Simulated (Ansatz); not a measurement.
Method: B3LYP-D3(BJ)/def2-TZVP run with Ansatz (a quantum-chemistry and plane-wave program). No frequencies were computed at this level.

Ansatz 0.2 input:
```yaml
crystal:
  periodic: [false, false, false]
  atoms:
    - { symbol: F, position_ang: [-0.92356, -1.345152, -0.000256] }
    - { symbol: Al, position_ang: [0.000035, -0.00007, 0.000038] }
    - { symbol: F, position_ang: [1.626704, -0.127055, -0.000234] }
    - { symbol: F, position_ang: [-0.703179, 1.472277, 0.000451] }
basis:
  gaussian: { orbitals: def2-tzvp }
hamiltonian:
  xc: b3lyp
  dispersion: d3bj
relax:
  max_steps: 150
```

Output:

```
Functional definition: B3LYP
727 factors; their error is unknown
mean field evaluation 1: about -14752.1653 eV, gradient 6.7e1 eV
mean field evaluation 2: about -14738.3109 eV, gradient 1.2e2 eV
mean field evaluation 4: about -14758.2832 eV, gradient 7.2e-1 eV
mean field evaluation 8: about -14758.3220 eV, gradient 7.6e-2 eV
mean field -14758.32200349 eV, -542.3583300784 hartree, gradient 2.4e-5 eV, S^2 0.000000; 0 other end points of the search recorded, 0 dependent functions left out
reference -14758.32220784 eV, -542.3583375880 hartree; 20, 20 occupied and 110, 110 virtual orbitals, 727 factors
relax step   1: F+E_penalty+E_count = -14758.39090705 eV  Δ(F+E_penalty+E_count) = +0.000e0 eV  max|allowed force component| = 8.527e-2 eV/Å  Δτ_max = 0.0000 Å  (24 SCF iters, accepted)
these checks for a lower state are left out or cut short: starts, cluster_reference, orbital_swaps, neighbouring_geometries, increment
727 factors; their error is unknown
mean field evaluation 16: about -14758.2839 eV, gradient 2.1e-1 eV
mean field -14758.32221985 eV, -542.3583380294 hartree, gradient 1.9e-5 eV, S^2 0.000000; 0 other end points of the search recorded, 0 dependent functions left out
reference -14758.32242418 eV, -542.3583455384 hartree; 20, 20 occupied and 110, 110 virtual orbitals, 727 factors
relax step   2: F+E_penalty+E_count = -14758.39110127 eV  Δ(F+E_penalty+E_count) = -1.942e-4 eV  max|allowed force component| = 4.864e-2 eV/Å  Δτ_max = 0.0021 Å  (29 SCF iters, accepted)
these checks for a lower state are left out or cut short: starts, cluster_reference, orbital_swaps, neighbouring_geometries, increment
727 factors; their error is unknown
mean field -14758.32220789 eV, -542.3583375898 hartree, gradient 1.9e-5 eV, S^2 0.000000; 0 other end points of the search recorded, 0 dependent functions left out
reference -14758.32241218 eV, -542.3583450973 hartree; 20, 20 occupied and 110, 110 virtual orbitals, 727 factors
relax step   3: F+E_penalty+E_count = -14758.39103857 eV  Δ(F+E_penalty+E_count) = +6.271e-5 eV  max|allowed force component| = 4.047e-2 eV/Å  Δτ_max = 0.0072 Å  (26 SCF iters, rejected (line search))
these checks for a lower state are left out or cut short: starts, cluster_reference, orbital_swaps, neighbouring_geometries, increment
727 factors; their error is unknown
mean field evaluation 32: about -14758.3224 eV, gradient 8.7e-2 eV
mean field -14758.32237798 eV, -542.3583438405 hartree, gradient 1.9e-5 eV, S^2 0.000000; 0 other end points of the search recorded, 0 dependent functions left out
reference -14758.32258228 eV, -542.3583513486 hartree; 20, 20 occupied and 110, 110 virtual orbitals, 727 factors
relax step   4: F+E_penalty+E_count = -14758.39122972 eV  Δ(F+E_penalty+E_count) = -1.284e-4 eV  max|allowed force component| = 5.150e-4 eV/Å  Δτ_max = 0.0021 Å  (29 SCF iters, accepted)
727 factors; their error is unknown
mean field -14758.32237798 eV, -542.3583438405 hartree, gradient 1.8e-5 eV, S^2 0.000000; 1 other end points of the search recorded, 0 dependent functions left out
reference -14758.32258228 eV, -542.3583513486 hartree; 20, 20 occupied and 110, 110 virtual orbitals, 727 factors
Total energy: -14758.39143403 eV, -542.3608816035 hartree
Atom 0 at    -0.924950    -1.347242    -0.000234 Å, force     0.000165    -0.000182    -0.000074 eV/Å
Atom 1 at     0.000019    -0.000033    -0.000029 Å, force    -0.000200     0.000515     0.000223 eV/Å
Atom 2 at     1.629232    -0.127309    -0.000212 Å, force     0.000087    -0.000305    -0.000074 eV/Å
Atom 3 at    -0.704301     1.474583     0.000474 Å, force    -0.000052    -0.000028    -0.000074 eV/Å
Dipole moment:     0.000042    -0.000076    -0.000061 e Å
```

Cost: very roughly 13 core-seconds.
